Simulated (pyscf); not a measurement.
# Hydrogen abstraction: Cl–CH₂–Cl + H atom (H•) -> Cl–CH•–Cl + hydrogen (H₂)

Gas phase, doublet surface, charge 0. Bonds broken: C2–H4. Bonds formed: H4–H5. Structures and frequencies: ωB97X-D3(BJ)/def2-SVP in PySCF.

Transition state (Å):

```xyz
6

Cl     0.6090     0.3319     0.7689
C     -0.7456     0.0970    -0.2994
Cl    -0.5812    -1.2349    -1.4086
H     -1.7884    -0.1645     0.4592
H     -2.5520    -0.3646     1.0233
H     -1.0020     1.0239    -0.8264
```

One imaginary mode, 1597i cm⁻¹; descent along it reached the two sides named.

```
bond   change  reactant side (Å)  saddle  product side
-----  ------  -----------------  ------  ------------
C2–H4  breaks              1.096   1.316           3.6
H4–H5   forms                3.1   0.970         0.760
```

Electronic energies relative to the separated reactants (kJ/mol):

| level | barrier | reaction energy | reverse barrier |
|---|---|---|---|
| ωB97X-D3(BJ)/def2-TZVP | 41.6 | -26.5 | 68.1 |
| PBE/def2-TZVP | 14.8 | -33.1 | 47.9 |
| r²SCAN/def2-TZVP | 11.3 | -45.4 | 56.7 |
| B3LYP-D3(BJ)/def2-TZVP | 17.8 | -41.7 | 59.5 |
| PBE0-D3(BJ)/def2-TZVP | 28.0 | -25.8 | 53.8 |
| M06-2X/def2-TZVP | 47.7 | -23.8 | 71.5 |
| ωB97M-D3(BJ)/def2-TZVP | 41.4 | -24.9 | 66.3 |
| HF/def2-TZVP | 94.5 | -14.0 | 108.5 |

With ωB97M-D3(BJ)/def2-TZVP energies and thermal terms (ideal gas, 1 atm, RRHO with modes under 100 cm⁻¹ raised to 100, one conformer, R ln 2 for chiral ones without a mode under 150 cm⁻¹), in kJ/mol:

```
T (K)   ΔH‡    ΔG‡     ΔH     ΔG
-----  ----  -----  -----  -----
298    30.0   57.0  -32.3  -40.6
600    28.9   84.8  -30.6  -49.9
900    28.7  112.9  -30.9  -59.6
1200   28.7  140.9  -32.5  -68.9
```

This is the saddle that the search found; another between the same sides may lie lower. The angle at the transferred H is 179°.
